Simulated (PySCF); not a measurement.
C5H7F.
Atom-mapped SMILES: `[CH3:1][CH2:2][C:3]1=[CH:4][C@@H:5]1[F:6]` (hydrogens: H7, H8, H9 on C1; H10, H11 on C2; H12 on C4; H13 on C5)

Method: PySCF 2.14.0, PBE0-D3(BJ)/def2-SVP geometry optimisation, gas phase; density fitting, grid level 1; the optimiser is geomeTRIC in internal coordinates, started from a GFN2-xTB structure with every atom displaced at random (about 0.01 Å).

Step 0: E = -7999.0142 eV
```
atom  x, y, z in Å  |  force x, y, z in eV/Å
C1     -1.8454   -0.0178    0.3791   -0.429   1.862  -0.624
C2     -0.7477    0.3193   -0.6140   -0.394  -0.278   0.887
C3      0.5516   -0.0787   -0.1046    3.194  -0.861   1.156
C4      1.3756   -0.5762    0.8388   -1.534   1.062  -2.427
C5      2.0232   -0.0945   -0.3890   -1.204   1.364   1.468
F6      2.7137    1.1220   -0.3160   -0.246  -0.501  -0.161
H7     -1.6941    0.5365    1.3100    0.038   0.033   0.236
H8     -2.8074    0.3166   -0.0415   -0.104  -0.168   0.154
H9     -1.8993   -1.0520    0.6031   -0.025  -1.477   0.240
H10    -0.7172    1.3947   -0.8128   -0.020   0.266  -0.189
H11    -0.9249   -0.1902   -1.5559   -0.043  -0.141  -0.652
H12     1.4897   -0.9908    1.8134    0.153  -0.362   0.822
H13     2.4920   -0.7050   -1.1222    0.613  -0.799  -0.910
```

Step 1: E = -7999.1473 eV
```
atom  x, y, z in Å  |  force x, y, z in eV/Å
C1     -1.8074   -0.0113    0.3974   -0.035  -0.151   0.059
C2     -0.7661    0.3463   -0.6498    0.069  -0.040  -0.145
C3      0.5922   -0.0183   -0.1991   -0.527  -0.037   0.383
C4      1.2621   -0.5398    0.7977    0.614  -0.161   0.191
C5      2.0438   -0.0841   -0.3556    0.147  -0.112  -0.424
F6      2.7886    1.0694   -0.2595   -0.003   0.097   0.042
H7     -1.6175    0.5389    1.3299    0.009  -0.003   0.056
H8     -2.8213    0.2422    0.0628   -0.075   0.001  -0.057
H9     -1.7838   -1.0919    0.6364    0.002   0.206  -0.073
H10    -0.7888    1.4268   -0.8713    0.011  -0.009  -0.070
H11    -0.9709   -0.1676   -1.6072   -0.001   0.088   0.004
H12     1.3368   -0.9798    1.7952   -0.157   0.071  -0.182
H13     2.5421   -0.7469   -1.0886   -0.055   0.049   0.215
```

Q: Estimate the geometry and energy of step 2. (The exact step hangs on the optimiser's Hessian estimate; all steps are aligned on step 1, rigid shifts and turns removed.)

A: E = -7999.1734 eV, largest force 0.512 eV/Å
```
atom  x, y, z in Å  |  force x, y, z in eV/Å
C1     -1.8334   -0.0027    0.3943   -0.006   0.002   0.007
C2     -0.7614    0.3348   -0.6307    0.122   0.007  -0.070
C3      0.5956   -0.0379   -0.1730   -0.222  -0.218   0.407
C4      1.3065   -0.5541    0.8040    0.187   0.028  -0.146
C5      2.0497   -0.0869   -0.3671   -0.128   0.126  -0.163
F6      2.7576    1.0923   -0.2784    0.102   0.006  -0.032
H7     -1.6588    0.5405    1.3355    0.001  -0.009  -0.003
H8     -2.8360    0.2659    0.0302    0.013  -0.003  -0.014
H9     -1.8320   -1.0792    0.6266   -0.008   0.018  -0.012
H10    -0.7657    1.4139   -0.8611    0.018   0.007  -0.031
H11    -0.9599   -0.1699   -1.5928    0.005   0.020  -0.013
H12     1.3966   -0.9889    1.7964   -0.093  -0.008   0.014
H13     2.5509   -0.7439   -1.0956    0.009   0.025   0.055
```

The energy changes by -0.0261 eV. The first-order estimate −F·Δx gives -0.0383 eV and the mean of the old and new forces, exact on a quadratic surface, -0.0260 eV. The step makes an angle of 76° with the force vector and moves no atom by more than 0.060 Å.

What follows is the cost of the whole optimisation. Time: 51 s; peak memory 0.52 GiB. Hardware: one thread of an Intel Xeon Platinum 8488C, shared host.
